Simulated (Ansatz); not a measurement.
A calculation with Ansatz (development build ahead of 0.2.0).

```yaml
crystal:
  periodic: [false, false, false]
  atoms:
    - { symbol: P, position_ang: [0.0, 0.0, 0.0] }
    - { symbol: H, position_ang: [1.73425, 0.0, 1.00127] }
    - { symbol: H, position_ang: [-1.73425, 0.0, 1.00127] }
basis:
  gaussian: { orbitals: "6-31G" }
magnetization:
  initial_magnetization: 3
hamiltonian:
  xc: hf
correlation:
  method: fci
  frozen_orbitals: { H: 0, P: 5 }
```

The input is written out in the form of the current development build from the run's settings.

Results

```
Converged    : yes
Total energy : -341.71816 hartree
State        : lowest quartet root, of any spatial symmetry
```
